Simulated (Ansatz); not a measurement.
A nudged elastic band was laid between two geometries of ClH3Si + H (6 atoms, charge 0, multiplicity 2).

Computed with UKS PBE0-D4/6-31G* (Ansatz).

| Property | Result |
| --- | --- |
| movable images | 5 |
| climbing image | yes |
| spring | 5.0 eV/Å² |
| optimiser | quadratic models (default) |
| start path | through a guess of the saddle point |
| force threshold | 0.05 eV/Å |
| iteration limit | 60 |
| end points | relaxed |

Initial state:

```xyz
6
Properties=species:S:1:pos:R:3
H -0.430 0.298 0.679
Si 0.537 -0.340 -0.248
Cl -0.094 -0.013 -2.187
H -2.490 1.600 1.848
H 1.884 0.259 -0.082
H 0.593 -1.803 -0.009
```

Final state:

```xyz
6
Properties=species:S:1:pos:R:3
H -1.619 1.055 1.440
Si 0.812 -0.514 -0.371
Cl -0.028 -0.054 -2.200
H -2.215 1.429 1.679
H 2.177 0.081 -0.313
H 0.872 -1.997 -0.236
```

Q: Which bonds break or form, and what moves?

A: Bonds broken: H1–Si2. Bonds formed: H1–H4. ClH3Si + H becomes ClH2Si + H2.

Q: Give the energies along the band, and the barrier.

A: The run converged. The highest image is number 2 of 0 to 6, 2.9 kcal/mol above the first end and 15.4 kcal/mol above the last; the last end lies 12.5 kcal/mol below the first. A vibrational analysis at the climbing image gives one clearly imaginary mode, 872i cm⁻¹: a first-order saddle point.

```tsv
image	path coordinate (Å)	energy (kcal/mol)	H1–Si2 (Å)	H1–H4 (Å)
0	0.00	0.0	1.48	2.70
1	0.64	0.5	1.48	2.02
2	1.27	2.9	1.57	1.27
3	1.79	-8.0	2.17	0.78
4	2.31	-11.4	2.62	0.75
5	2.84	-12.4	3.06	0.75
6	3.36	-12.5	3.41	0.74
```

Q: What is the geometry of the highest image?

A: 
```xyz
6
Properties=species:S:1:pos:R:3
H -0.721 0.472 0.711
Si 0.365 -0.233 -0.172
Cl -0.139 0.015 -2.156
H -1.602 1.044 1.418
H 1.694 0.387 0.065
H 0.403 -1.685 0.134
```

Q: What are the harmonic wavenumbers there?

A: 872i, 173, 292, 553, 665, 728, 934, 990, 994, 1367, 2276, 2294 cm⁻¹.

The band took 8 iterations and of the order of 50 core-seconds.

Run time: 48 s on 1 thread of Intel(R) Xeon(R) 6975P-C (Granite Rapids), with other jobs on the host, peak memory 0.13 GiB.
